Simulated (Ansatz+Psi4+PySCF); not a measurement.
Two shapes of doublet CH3F(+).

Shape 1:

```xyz
5

C     0.0004   -0.0049    0.0087
H     1.0367   -0.0025   -0.3770
H    -0.5185    0.8827   -0.3711
H    -0.5077   -0.8854   -0.3680
F    -0.0026    0.0017    1.3205
```

Shape 2:

```xyz
5

C     0.0000    0.0000    0.0000
H     0.8710   -0.2254    0.6232
H     0.3160    0.6084   -0.8531
H    -0.4319   -0.9364   -0.3665
F    -0.9047    0.6631    0.7147
```

Basis set: cc-pVTZ (spherical functions). Charge 1, multiplicity 2.

Computed with Ansatz (development build ahead of 0.2.0) and Psi4 1.11; each method stands on the lowest determinant of its kind that the runs found.

(1) Which shape is lower in energy, and by how much in each method?

## Answers

(1)

```
method  E(2) − E(1) (eV)
  ROHF            -0.064
   UHF            -0.044
```

Shape 2 is lower.
